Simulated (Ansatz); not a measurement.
**HC–O–Si⁺, triplet: reading a ladder of total energies**

Geometry: that of the HC–O–Si, quartet, kept fixed.

```xyz
4

C     0.0000   -0.3103    1.6466
O     0.0000    0.3518    0.5441
Si    0.0000   -0.0732   -1.1086
H     0.0000    0.1527    2.6323
```

Basis cc-pVDZ; Ansatz 0.2.0. Correlated methods freeze the noble-gas cores, which leaves 14 electrons in 44 orbitals. Prefix R: restricted or restricted open-shell reference; prefix U: unrestricted.

Full CI isn't at hand for all of this; UCCSDT(Q) serves as the reference, and is uncertain by the last step of the cluster series or more.

UCCSD has a T1 diagnostic of 0.036 and a largest doubles amplitude of 0.10.

Runs differ by some tens of microhartree through their thresholds and, for an open shell, their frozen cores, so steps under 0.03 kcal/mol mean nothing.

Here the R and U totals at CCSDT(Q) differ by 0.33 kcal/mol, a measure of how far such totals hang on the determinant and its frozen core.

```csv
level,total energy (hartree)
UHF,-401.864279
UMP2,-402.196986
UCCSD,-402.227379
UCCSD(T),-402.240633
UCCSDT,-402.242445
UCCSDT(Q),-402.243984
```

**Question.** What is the correlation energy at UCCSDT(Q), and what share of it do UMP2 and UCCSD(T) recover?

**Answer.** E(corr) = -402.243984 − (-401.864279) = -0.379705 hartree = -10.332 eV. UMP2: -0.332707 / -0.379705 = 87.62 %. UCCSD(T): -0.376354 / -0.379705 = 99.12 %.

**Question.** By how many kcal/mol does UCCSD(T) miss UCCSDT(Q) (1 hartree = 627.509 kcal/mol), and which steps make up the rest?

**Answer.** -402.240633 − (-402.243984) = 0.003351 hartree = 2.10 kcal/mol. Steps: UCCSDT − UCCSD(T) = -1.14, UCCSDT(Q) − UCCSDT = -0.97 kcal/mol. Differences between like states or geometries often cancel part of this.
